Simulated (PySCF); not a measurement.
Relaxation of singlet Cl4

Method: PBE0 in PySCF with Cl def2-SVP; no relativity; density-fitted integrals. A (50,194) grid was used.

A hand-made trigonal pyramidal start, of C3v symmetry, held to at least that symmetry:

Coordinates in bohr (charge 0 multiplicity 1):
```
Cl    0.0000    0.0000   -1.3175
Cl    3.3036    0.0000    0.4392
Cl   -1.6518    2.8610    0.4392
Cl   -1.6518   -2.8610    0.4392
```

(1) What does it relax to?

(2) How much energy is released, and in how many steps?

Answers

(1) It ends at D3h with Cl–Cl 2.261 Å (×3); Cl–Cl–Cl 120.0° (×3). A frequency run shows a minimum. Other isomers or separated fragments may lie lower.

(2) 508.1 kJ/mol in 9 steps.

At this level a triplet minimum of C2v symmetry lies 29 kJ/mol below this structure.
